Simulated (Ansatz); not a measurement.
Reaction (isomerisation): `C=C(N)NC` → `C=NCNC`

Computed with Ansatz on PBE0-D4/def2-TZVP structures; ΔE is electronic, products minus reactants. CCSD(T)/CBS adds triple-zeta CCSD(T) − MP2 to the extrapolated MP2 energy (def2 sets, frozen cores). Functionals use def2-TZVPP. Each species was taken in one conformer, which may not be the lowest.

```csv
level,ΔE (eV)
PBE,0.59
HF/def2-TZVPP,0.47
SCS-MP2/def2-TZVPP,0.44
HF/def2-QZVPP,0.47
```

Task: What does CCSD(T)/CBS give? (Estimate.)

Result: Ansatz gave: +0.50 eV. The listed levels differ from it by 0.09, -0.03, -0.06, -0.03 eV.

Largest T1 diagnostic among the species: 0.011.
